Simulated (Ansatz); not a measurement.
C2H4N2O can be A, `NC1(O)C=N1`, or B, `N=C1OC1N`.

Program: Ansatz. Geometries: PBE0-D4/def2-TZVP. ΔE: electronic, gas phase. CCSD(T)/CBS is the MP2 limit (def2-TZVPP, def2-QZVPP) plus CCSD(T) − MP2 in def2-TZVPP, frozen cores. Functionals use def2-TZVPP. B3LYP here is the variant with VWN-RPA as its local correlation; programs differ in this. Each species was taken in one conformer, which may not be the lowest.

Which isomer does CCSD(T)/CBS put lower? Give the gap. (An estimate is asked.)

Computed: B, by 11.3 kcal/mol.

Give E(B) − E(A) in kcal/mol with CCSD(T)/def2-SVP, ωB97M-V, PBE0-D4, B3LYP-D4, BLYP-D4, CCSD/def2-TZVPP, PBE-D4. (Best estimate.)

The calculation gave: CCSD(T)/def2-SVP -11.4, ωB97M-V -12.9, PBE0-D4 -15.1, B3LYP-D4 -16.9, BLYP-D4 -19.8, CCSD/def2-TZVPP -10.9, PBE-D4 -18.8. None reverses the order clearly.

Does the order hold for the free energy at 298.15 K (harmonic terms from PBE0-D4)? (Estimate.)

Computed: Yes: G(B) − G(A) = -10.5 kcal/mol, for one conformer each.

Largest T1 diagnostic: 0.016.

Leaving LDA and LC-ωPBE aside and taking each functional with its dispersion term where it has one, the values spread over 6.9 kcal/mol, from BLYP-D4 to ωB97M-V. LDA lies +1.0 kcal/mol from PBE without D4. From BLYP to BHLYP (50 % exact exchange), in def2-TZVPP and without D4, E(B) − E(A) moves by +6.8 kcal/mol.
